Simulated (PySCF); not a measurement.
Compound: C3H4N2S.
Atom-mapped SMILES: `[NH2:1][c:2]1[n:3][cH:4][cH:5][s:6]1` (hydrogens: H7, H8 on N1; H9 on C4; H10 on C5)

The same species was optimised twice, with GFN2-xTB and with PBE0-D3(BJ)/def2-SVP (PySCF), and the same property calculations (PySCF, gas phase) were run on both structures.

```tsv
coordinate	GFN2-xTB	PBE0-D3(BJ)/def2-SVP	change
C2–S6 (Å)	1.769	1.753	-0.016
C2–N3 (Å)	1.285	1.299	+0.014
C4–C5 (Å)	1.351	1.362	+0.011
N1–C2 (Å)	1.355	1.365	+0.010
N3–C4 (Å)	1.359	1.367	+0.008
C5–S6 (Å)	1.733	1.734	+0.001
C2–S6–C5 (°)	87.6	88.6	+1.0
C4–C5–S6 (°)	110.4	109.3	-1.1
N1–C2–N3 (°)	125.0	124.1	-0.9
C2–N3–C4 (°)	111.6	110.7	-0.9
N1–C2–S6 (°)	120.5	121.2	+0.7
N3–C4–C5 (°)	116.0	116.6	+0.6
N3–C2–S6 (°)	114.5	114.7	+0.2
```

Rotational constants: A = 5341, B = 3465, C = 2104 MHz (GFN2-xTB) against A = 5358, B = 3427, C = 2093 MHz (PBE0-D3(BJ)/def2-SVP).

On the GFN2-xTB structure: HOMO (eV) -6.12 [PBE0/pcSseg-1]; LUMO (eV) -0.07 [PBE0/pcSseg-1]; dipole (D) 1.82 [PBE0/pcSseg-1]; GIAO shielding of N1 (ppm) 184.0 [PBE0/pcSseg-1]; GIAO shielding of C2 (ppm) 15.8 [PBE0/pcSseg-1]; GIAO shielding of N3 (ppm) -17.0 [PBE0/pcSseg-1]; GIAO shielding of C4 (ppm) 43.7 [PBE0/pcSseg-1]; GIAO shielding of C5 (ppm) 72.6 [PBE0/pcSseg-1]; GIAO shielding of S6 (ppm) 314.2 [PBE0/pcSseg-1].

Question: What do these properties become on the PBE0-D3(BJ)/def2-SVP structure?

Answer: 
```csv
property,level,on GFN2-xTB,on PBE0-D3(BJ)/def2-SVP,change
HOMO (eV),PBE0/pcSseg-1,-6.12,-6.16,-0.04
LUMO (eV),PBE0/pcSseg-1,-0.07,-0.15,-0.08
dipole (D),PBE0/pcSseg-1,1.82,1.81,-0.01
"energy, GFN2-xTB geometry as zero (kcal/mol)",PBE0/pcSseg-1,0.0,-0.5,-0.5
GIAO shielding of N1 (ppm),PBE0/pcSseg-1,184.0,182.5,-1.5
GIAO shielding of C2 (ppm),PBE0/pcSseg-1,15.8,13.5,-2.3
GIAO shielding of N3 (ppm),PBE0/pcSseg-1,-17.0,-25.8,-8.8
GIAO shielding of C4 (ppm),PBE0/pcSseg-1,43.7,39.9,-3.8
GIAO shielding of C5 (ppm),PBE0/pcSseg-1,72.6,70.6,-2.0
GIAO shielding of S6 (ppm),PBE0/pcSseg-1,314.2,315.1,+0.9
```

The heavy atoms differ by 0.011 Å rms after alignment. Among bonds between heavy atoms C2–S6 changes most (-0.016 Å). Changes are differences of the printed values. Neither structure is proved a minimum here.

Shape of the structure used: `[NH2:1][c:2]1[n:3][cH:4][cH:5][s:6]1`: H–N1–C2–N3 155°, H–N1–C2–N3 15°.
